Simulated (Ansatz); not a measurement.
## BH3O (SMILES [H]B([H])O): methods side by side

BH3O has 5 atoms, charge 0, and is taken as a singlet. As SMILES, `[H]B([H])O`. Geometry: relaxed at GFN2-xTB.

| atom | x (Å) | y (Å) | z (Å) |
| --- | --- | --- | --- |
| B | 0.2710 | 0.3025 | -0.1085 |
| H | 1.4036 | 0.3900 | -0.3956 |
| H | -0.4329 | 1.2514 | -0.0807 |
| O | -0.1594 | -0.9187 | 0.1745 |
| H | -1.0822 | -1.0252 | 0.4103 |

Each level gives the energy change with the B1–O4 bond stretched from 1.325 to 3.313 Å (eV). The values are calculated.

```json
{"level": "SVWN5/STO-3G (restricted)", "kind": "LDA", "program": "Ansatz", "value (eV)": "10.08", "less FCI/STO-3G": "+3.01", "CPU time (all runs)": "1.2 s"}
{"level": "BLYP/STO-3G (restricted)", "kind": "GGA", "program": "Ansatz", "value (eV)": "9.08", "less FCI/STO-3G": "+2.01", "CPU time (all runs)": "1.6 s"}
{"level": "r2SCAN/STO-3G (restricted)", "kind": "meta-GGA", "program": "Ansatz", "value (eV)": "9.76", "less FCI/STO-3G": "+2.69", "CPU time (all runs)": "3.5 s"}
{"level": "PBE0/STO-3G (restricted)", "kind": "global hybrid", "program": "Ansatz", "value (eV)": "10.33", "less FCI/STO-3G": "+3.26", "CPU time (all runs)": "1.4 s"}
{"level": "wB97M-V/STO-3G (restricted)", "kind": "range-separated hybrid", "program": "Ansatz", "value (eV)": "10.93", "less FCI/STO-3G": "+3.86", "CPU time (all runs)": "23 s"}
{"level": "wB97X/STO-3G (restricted)", "kind": "range-separated hybrid", "program": "Ansatz", "value (eV)": "10.95", "less FCI/STO-3G": "+3.88", "CPU time (all runs)": "6.3 s"}
{"level": "MP2/STO-3G (restricted)", "kind": "perturbation theory", "program": "Ansatz", "value (eV)": "8.22", "less FCI/STO-3G": "+1.15", "CPU time (all runs)": "0.16 s"}
{"level": "CCSDT/STO-3G (restricted)", "kind": "coupled cluster or CI", "program": "Ansatz", "value (eV)": "7.07", "less FCI/STO-3G": "0.00", "CPU time (all runs)": "0.47 s"}
{"level": "FCI/STO-3G", "kind": "exact in the basis", "program": "Ansatz", "value (eV)": "7.07", "less FCI/STO-3G": "0.00", "CPU time (all runs)": "3 s"}
```

FCI/STO-3G is exact within its basis and frozen core, so for wave-function methods in that basis the difference is their error; functionals converge differently with the basis, so for them it is only a difference. The first shape isn't each level's own minimum. The values span 7.07 to 10.95 eV. All rows use very small basis sets, so none should be taken for the real molecule's value. In so small a basis fixed costs decide the times, and correlated methods can beat functionals. CPU times are rough (shared hosts, several kinds of processor and program).
